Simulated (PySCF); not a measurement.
# Frontier orbitals and the lowest excitations

Sulfuric acid, H₂O₄S.
Cartesian coordinates in Å at the GFN2-xTB level; atoms count from 1:
```
atom  x, y, z in Å
O1    -0.960   -0.406   -1.300
S2    -0.405   -0.119   -0.029
O3    -1.169   -0.220    1.159
O4     0.226    1.335   -0.074
O5     0.902   -1.001    0.137
H6     0.227    1.660    0.825
H7     1.181   -1.243   -0.745
```

The calculation used PySCF 2.14.0, density-fitted response routines, TDDFT CAM-B3LYP/def2-SVPD, vertical, gas phase, core orbitals frozen in the response.

Kohn–Sham orbitals with the atoms that hold most of them (Löwdin shares over 4%, at most four atoms; ? is withheld):

```csv
orbital,ε (eV),atoms
HOMO-3,-12.85,"O1 34%, O3 34%, S2 15%, O4 8%"
HOMO-2,-11.73,"O1 40%, O3 39%, S2 8%, O5 6%"
HOMO-1,-11.68,"O4 29%, O5 29%, O3 19%, O1 18%"
HOMO,-11.27,?
LUMO,?,?
LUMO+1,0.99,"S2 39%, O4 14%, O5 14%, H6 11%"
LUMO+2,1.80,"S2 63%, O5 9%, O4 9%, O3 9%"
```

Task: Which atoms hold the LUMO, and with what shares?

Result: S2 (bonded to 4 O) 41%; O4 (bonded to S and H) 14%; O5 (bonded to S and H) 14%; H6 (bonded to O) 9%. By element: sulfur 41%, oxygen 28% or more, hydrogen 9% or more.

Task: Which atoms hold the HOMO, and with what shares?

Result: O3 (bonded to S) 42%; O1 (bonded to S) 42%; S2 (bonded to 4 O) 5%; O4 (bonded to S and H) 5%. By element: oxygen 89% or more, sulfur 5%.

Task: What is the LUMO energy, and the HOMO–LUMO gap?

Result: ε(LUMO) = 0.12 eV; the gap is 11.39 eV (0.4185 hartree).

Task: The HOMO–LUMO gap is 11.39 eV. Where does the response calculation put the lowest singlet, and from which orbitals?

Result: S1 is at 8.23 eV (f = 0.0092), 3.16 eV below the gap, made of HOMO→LUMO (91%). 

Task: One configuration dominates each of S1, S2, S3 and S4. Which, and how do the shares of the two leading atoms of either orbital change from the occupied to the empty one?

Result: 
- S1 (8.23 eV, f 0.0092), HOMO→LUMO (91%): O3 42% → at most 10%, O1 42% → at most 10%, S2 5% → 41%, O4 5% → 14%
- S2 (8.40 eV, f 0.0011), HOMO-1→LUMO (91%): O4 29% → 14%, O5 29% → 14%, S2 at most 6% → 41%
- S3 (8.64 eV, f 0.0033), HOMO-2→LUMO (88%): O1 40% → at most 10%, O3 39% → at most 10%, S2 8% → 41%, O4 at most 7% → 14%
- S4 (9.28 eV, f 0.0016), HOMO→LUMO+1 (74%): O3 42% → at most 12%, O1 42% → at most 12%, S2 5% → 39%, O4 5% → 14%

Löwdin shares depend on the basis, the more so with diffuse functions.

One conformer stands for the species.
